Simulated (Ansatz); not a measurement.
# GaH⁻, quartet along the distance Ga1-H2

Starting geometry (PBE0/def2-TZVPD stationary point for this spin):

| atom | x (Å) | y (Å) | z (Å) |
| --- | --- | --- | --- |
| Ga | 0.0000 | 0.0000 | 0.0000 |
| H | 0.0000 | 0.0000 | 1.6026 |

From there H2 moves along the line of the two atoms named below, all else staying in place; atoms are numbered as listed. Energies are in eV, counted from the starting geometry at the same level.

Basis aug-cc-pVDZ; Ansatz 0.2.0. Correlated methods freeze the noble-gas cores and the filled d shells of p-block atoms. R marks a restricted (for open shells ROHF) determinant, U an unrestricted one. No spin–orbit coupling is included, and no scalar relativity.

Full CI is exact within this basis and frozen core; it isn't the basis-set limit. The frozen core follows each run's orbitals, which can shift R against U totals by a few meV for light atoms and by up to 0.1 eV past Ca.

```tsv
distance Ga1-H2 (Å)	UMP2
1.305	0.847
1.454	0.165
1.603	0.000
1.731	0.079
1.959	0.435
2.263	0.863
2.568	1.020
2.913	1.080
3.510	1.120
4.250	1.141
5.414	1.152
```

Question: Estimate the full CI curve in aug-cc-pVDZ from this one, knowing how UMP2 errs.

Answer: The computed full CI values, in eV from the starting point, and the error of UMP2 against them:
```json
{"distance Ga1-H2 (Å)": "1.305", "full CI": "0.906", "UMP2 less full CI": "-0.059"}
{"distance Ga1-H2 (Å)": "1.454", "full CI": "0.199", "UMP2 less full CI": "-0.034"}
{"distance Ga1-H2 (Å)": "1.603", "full CI": "0.000", "UMP2 less full CI": "0.000"}
{"distance Ga1-H2 (Å)": "1.731", "full CI": "0.042", "UMP2 less full CI": "0.037"}
{"distance Ga1-H2 (Å)": "1.959", "full CI": "0.316", "UMP2 less full CI": "0.119"}
{"distance Ga1-H2 (Å)": "2.263", "full CI": "0.704", "UMP2 less full CI": "0.159"}
{"distance Ga1-H2 (Å)": "2.568", "full CI": "0.934", "UMP2 less full CI": "0.086"}
{"distance Ga1-H2 (Å)": "2.913", "full CI": "1.046", "UMP2 less full CI": "0.033"}
{"distance Ga1-H2 (Å)": "3.510", "full CI": "1.112", "UMP2 less full CI": "0.007"}
{"distance Ga1-H2 (Å)": "4.250", "full CI": "1.140", "UMP2 less full CI": "0.000"}
{"distance Ga1-H2 (Å)": "5.414", "full CI": "1.154", "UMP2 less full CI": "-0.002"}
```

The error spans 0.218 eV and is largest, 0.159 eV, at 2.263 Å.
